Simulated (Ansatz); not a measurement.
2H WSe₂ was calculated with PBEsol (PAW; Ansatz, a quantum-chemistry and plane-wave program).

Run with plane-wave cutoff 520 eV, 12×12×4 k mesh (along the axes of the cell as run), Fermi–Dirac smearing 0.01 eV, no spin polarisation, scalar-relativistic PAW data made under PBE.

A third-order Birch–Murnaghan fit to the energies gives V0 = 20.422 Å³/atom, B0 = 23.3 GPa, B′ = 21.4.

```
V (Å³/atom)  P (GPa)
-----------  -------
19.607             ?
20.015             ?
20.423         0.004
20.832             ?
21.240             ?
```

Q: Estimate the withheld pressures from this fit; the answers are the runs' own values.

A: 
- 19.607, P (GPa): 1.408
- 20.015, P (GPa): 0.569
- 20.832, P (GPa): -0.364
- 21.240, P (GPa): -0.567

The formula P = (3/2) B0 (x^(7/3) − x^(5/3)) [1 + (3/4)(B′ − 4)(x^(2/3) − 1)] with x = V0/V meets the computed pressures within 0.01 GPa when these rounded values are put in.

Shape and atoms are relaxed at each volume.

Measured, for comparison: bulk modulus 72 ± 1 GPa (room temperature, no zero-point or thermal correction; as tabulated in High-Pressure X-ray Diffraction Study of Tungsten Diselenide, J. Phys. Chem. …). Computed (rounded) less measured: bulk modulus -68 %.

Note: the cell comes from a level without a dispersion term, which matters for the spacing of layers, chains or molecules; the bulk modulus comes from volumes at which shape and atoms were relaxed; the cell has widely spaced layers and the level no dispersion term, so their spacing and the moduli can rest on weak binding.

Spin–orbit coupling is not included.

Static lattice: no zero-point or thermal effects.
